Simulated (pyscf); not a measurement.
Elementary routes open to H₂N–SiH₂–F + hydrogen chloride (HCl) in the gas phase (singlet surface):
A. H₂N–SiH(F)–Cl + hydrogen (H₂) (H–Si, Cl–H broken; Cl–Si, H–H formed)
B. ammonia (NH₃) + F–SiH₂–Cl (N–Si, Cl–H broken; H–N, Cl–Si formed)

PySCF, gas phase, ωB97X-D3(BJ)/def2-SVP geometries.

Problem. Rank the routes by free-energy barrier at 298 K, lowest first, for ωB97M-D3(BJ)/def2-TZVP energies (ideal gas, 1 atm, RRHO with modes under 100 cm⁻¹ raised to 100, one conformer, R ln 2 for chiral ones without a mode under 150 cm⁻¹).

Solution. B (55.3 kJ/mol), A (149.5 kJ/mol)

Route B is the fastest of these, ahead of the next by 94.1 kJ/mol. The most stable products are those of A (ΔG = -87.8 kJ/mol), whose barrier is 94.1 kJ/mol higher: the kinetic and the thermodynamic product differ. At 1200 K B is still the fastest. A: On the reactant side the descent ends in a complex (not fully relaxed), 23.4 kJ/mol under the separated species and 126.5 kJ/mol under the saddle at ωB97X-D3(BJ)/def2-TZVP. B: On the reactant side the descent ends in a complex, 23.5 kJ/mol under the separated species and 29.9 kJ/mol under the saddle at ωB97X-D3(BJ)/def2-TZVP. On the product side the descent ends in an adduct with a N–Si contact, 1.8 kJ/mol under the separated species and 45.5 kJ/mol under the saddle at ωB97X-D3(BJ)/def2-TZVP. Only these routes are compared; each barrier is that of the saddle found, and lower ones may exist.
